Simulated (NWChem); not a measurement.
Atomisation of methanol (CH4O)

```
C
H 1 1.1092
O 1 1.4106 2 107.52
H 3 0.9735 1 107.33 2 180.00
H 1 1.1184 2 107.02 3 -122.53
H 1 1.1184 2 107.02 5 -114.95
```
Charge 0, spin multiplicity 1.

Program: NWChem. All single points use one geometry, from PBE/def2-SVP, a minimum by its harmonic frequencies.

Basis set: def2-TZVP. The atomisation energy is electronic alone: no zero-point, thermal, spin-orbit or counterpoise terms. No value is extrapolated to the basis-set limit. Free atoms are single determinants with multiplicities C 3, O 3, H 2. Correlated methods freeze the same cores in atoms and molecule, 2 orbitals in all.

B3LYP has NWChem's definition, with VWN1-RPA local correlation. No SCF solution was tested for a lower state. Open-shell Hartree-Fock references start from PBE0 orbitals. No row is a measurement; the coupled-cluster row has its own basis-set and correlation limits.

One of these methods gave an atomisation energy of 491.9 kcal/mol. Which?
(A) PBE
(B) B3LYP
(C) MP2
(D) CCSD(T)

D, CCSD(T). The others give 508.4 (B3LYP), 517.7 (PBE), 496.5 (MP2).
